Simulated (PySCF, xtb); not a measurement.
Dimer: CH4O (SMILES CO) (first 6 atoms) with CH4O (SMILES CO); geometry from S66by8 set.
(charge 0, multiplicity 1):
```
atom    x (Å)    y (Å)    z (Å)
----  -------  -------  -------
O     -1.9405   0.3403  -0.0797
H     -0.9963   0.3165  -0.2838
C     -2.4564  -0.9477  -0.3450
H     -3.5143  -0.9327  -0.0963
H     -2.3610  -1.2291  -1.3965
H     -1.9792  -1.7227   0.2602
O      1.9035   0.2021  -0.4188
H      2.3723   0.8165  -0.9885
C      2.4124   0.3592   0.9029
H      1.8588  -0.3290   1.5330
H      3.4714   0.1087   0.9596
H      2.2599   1.3698   1.2808
```

Monomers are frozen at their geometry in the pair; levels with a basis set take the counterpoise correction. Rows marked so take none.

Rows in 6-31G* carry no dispersion term and start afresh at each structure (6-31G* with six Cartesian d functions).

Codes used: PySCF for 6-31G* rows; xtb for the GFN methods. Values without a source in brackets are computed.

Q: One of these levels gives -2.44 kcal/mol for the interaction energy. Name it.
(A) HF/6-31G* (no counterpoise)
(B) GFN1-xTB
(C) HF/6-31G*

A: C, HF/6-31G*. The others give -1.94 (GFN1-xTB), -2.97 (HF/6-31G* (no counterpoise))
